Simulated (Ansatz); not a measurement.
System: Cu3AsS4 (Pmn2₁, No. 31). Method: LDA in Ansatz (plane waves, PAW).

Run with plane-wave cutoff 520 eV, 6×6×6 k mesh, Fermi–Dirac smearing 0.01 eV, no spin polarisation, scalar-relativistic PAW data made under PBE.

Shape and atoms are relaxed at each volume.

Pressure at four volumes; x = ln(V/17.153 Å³). One pressure is withheld.

| V (Å³/atom) | x | P (GPa) |
|---|---|---|
| 16.467 | -0.0408 | ? |
| 16.810 | -0.0202 | 2.01 |
| 17.153 | 0.0000 | 0.00 |
| 17.839 | 0.0392 | -3.39 |

Q: Pass a parabola P(x) through the three rows shown, estimate the bulk modulus and its pressure derivative near zero pressure, and predict the withheld pressure.

A: Slopes between the rows: (0.00 − (2.01))/(0.0000 − (-0.0202)) = -99.50 and (-3.39 − (0.00))/(0.0392 − (0.0000)) = -86.48 GPa. Their difference over the span 0.0594 is c = 13.02/0.0594 = 219.2 GPa, so P(x) = 2.01 + (-99.50)(x − (-0.0202)) + 219.2 (x − (-0.0202))(x − (0.0000)). At the middle row B = −dP/dx = −[-99.50 + 219.2 × 0.0202] = 95.1 GPa, and B′ = dB/dP = 2c/B = 4.6. At x = -0.0408 the parabola gives 4.24 GPa; the run gives 4.25 GPa. The Birch–Murnaghan fit to the energies at all volumes has B0 = 94.8 GPa and B′ = 4.6.

Note: the volume lies 6 % below that of the published cell; this level leaves the solid without a gap, although one is measured.

Ansatz is an electronic-structure program.
